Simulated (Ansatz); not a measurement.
## Si (Ia-3, No. 206, 8 atoms in the cell; start mp-168; another form than the element's usual one)

Calculation: r²SCAN in Ansatz (PAW).

Numerical settings: plane-wave cutoff 500 eV, 8×8×8 k mesh, Fermi–Dirac smearing 0.05 eV, scalar-relativistic PAW data made under PBE.

Cell (relaxed at this level):

```cif
data_Si16
_chemical_formula_sum 'Si16'
_space_group_name_H-M_alt 'Ia-3'
_space_group_IT_number 206
_space_group_name_Hall '-I 2b 2c 3'
_cell_length_a 6.64790
_cell_length_b 6.64790
_cell_length_c 6.64790
_cell_angle_alpha 90.000
_cell_angle_beta 90.000
_cell_angle_gamma 90.000
loop_
_atom_site_label
_atom_site_type_symbol
_atom_site_symmetry_multiplicity
_atom_site_Wyckoff_symbol
_atom_site_fract_x
_atom_site_fract_y
_atom_site_fract_z
_atom_site_occupancy
Si1 Si 16 c 0.14932 0.14932 0.14932 1
```
(The calculation used a cell of 8 atoms; values per cell refer to that cell.)

```json
{
  "band_gap": "zero (no gap)"
}
```

Note: the relaxation could not lower the start's symmetry, so the cell can be a saddle point above a distorted one.

A start named mp-… is a Materials Project structure, which need not be a measured phase.

Ansatz is a first-principles code.
